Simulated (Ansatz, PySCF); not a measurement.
Reaction (SMILES): [CH3] (CH3) → [CH3-] (an electron is taken up)
Geometries: B3LYP-D3(BJ)/def2-TZVP minima from Ansatz (a program for electronic structure).

Property: adiabatic electron affinity (0 K, with B3LYP-D3(BJ) harmonic zero-point energies from PySCF), positive where the reaction releases energy, in eV. Valence correlation only, unless marked. UHF or UKS for open shells. No spin-orbit coupling. No relativistic terms. FCI takes restricted orbitals. Anions need diffuse functions: aug- sets have them; def2-D sets add few; the other sets have none. CBS marks a two-point X^-3 extrapolation of the correlation energy; Hartree-Fock from the larger set.

| level | program | adiabatic electron affinity (eV) |
|---|---|---|
| HF/6-31G* | Ansatz | -2.48 |
| BLYP-D4/def2-TZVPD | Ansatz + dftd4 | -0.04 |
| r2SCAN-D3(BJ)/def2-TZVPD | Ansatz + dftd3 | -0.30 |
| PBE0/def2-TZVPD | PySCF | -0.23 |
| PBE0/def2-QZVPP | Ansatz | -0.23 |
| M06-2X/def2-TZVPD | PySCF | -0.12 |
| HSE06-D4/def2-TZVPD | Ansatz + dftd4 | -0.21 |
| MP2/cc-pwCVTZ | Ansatz | -0.52 |
| MP2/def2-QZVPPD | Ansatz | -0.04 |
| RI-MP2/aug-cc-pVQZ | Ansatz | 0.10 |
| CCSD/def2-TZVPP | Ansatz | -0.48 |
| CCSD(T)/STO-3G | Ansatz | -6.56 |
| CCSD(T)/def2-SVPD | Ansatz | -0.39 |
| FCI/6-31G | Ansatz | -2.08 |
| CCSD(T)/CBS(aug-cc-pVTZ,aug-cc-pVQZ) | Ansatz | 0.05 |
